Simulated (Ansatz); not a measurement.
Geometry optimisation, RKS PBE/def2-SVP (Ansatz 0.2.0).

Input:

```yaml
crystal:
  periodic: [false, false, false]
  atoms:
    - { symbol: Al, position_ang: [0.028372, 0.05141, 0.269809] }
    - { symbol: C, position_ang: [-0.007119, 0.259932, 2.229119] }
    - { symbol: H, position_ang: [-0.966735, -0.029516, 2.703757] }
    - { symbol: H, position_ang: [0.819465, -0.264959, 2.749946] }
    - { symbol: H, position_ang: [0.129624, 1.34464, 2.44664] }
    - { symbol: H, position_ang: [1.416825, -0.107986, -0.518224] }
    - { symbol: H, position_ang: [-1.332988, 0.186446, -0.56754] }
    - { symbol: P, position_ang: [-0.358742, -3.294974, 1.129027] }
    - { symbol: H, position_ang: [-0.860204, -2.90118, -0.16651] }
    - { symbol: H, position_ang: [1.017774, -3.198511, 0.713203] }
    - { symbol: H, position_ang: [-0.36747, -1.957804, 1.645973] }
basis:
  gaussian: { orbitals: def2-SVP }
hamiltonian:
  xc: pbe
relax:
  f_tol: 0.03
  max_steps: 50
```

Command:

```bash
$ ansatz run input.yaml --threads 2 --pin off --max-ram 3072MiB --backend cpu --events-out ev --progress --plain --runs-dir out
```

Where does it end, and by what steps?

The run converged. The force dipped under the threshold on the way, but the program's further checks kept it going. After 7 steps the energy has fallen by 0.096 eV; H6 moved furthest, 0.37 Å.

| step | energy less start (eV) | largest force component (eV/Å) | accepted |
| --- | --- | --- | --- |
| 0 | 0.0000 | 0.367 | yes |
| 1 | -0.0569 | 0.110 | yes |
| 2 | -0.0847 | 0.206 | yes |
| 3 | -0.0893 | 0.293 | yes |
| 4 | -0.0835 | 0.393 | no |
| 5 | -0.0951 | 0.029 | yes |
| 6 | -0.0957 | 0.033 | yes |
| 7 | -0.0959 | 0.024 | yes |

```xyz
11
Properties=species:S:1:pos:R:3
Al 0.014 -0.145 0.441
C 0.015 0.464 2.320
H -0.935 0.258 2.854
H 0.852 0.046 2.917
H 0.145 1.569 2.321
H 1.404 -0.414 -0.318
H -1.341 -0.089 -0.421
P -0.331 -3.423 0.836
H -0.860 -2.851 -0.376
H 1.032 -3.137 0.474
H -0.478 -2.192 1.589
```

Whether the end is a true minimum wasn't checked by a vibrational analysis.

Time of the run: 13 s on 2 threads of Arm Neoverse V1, with other jobs on the host, peak memory 0.12 GiB.
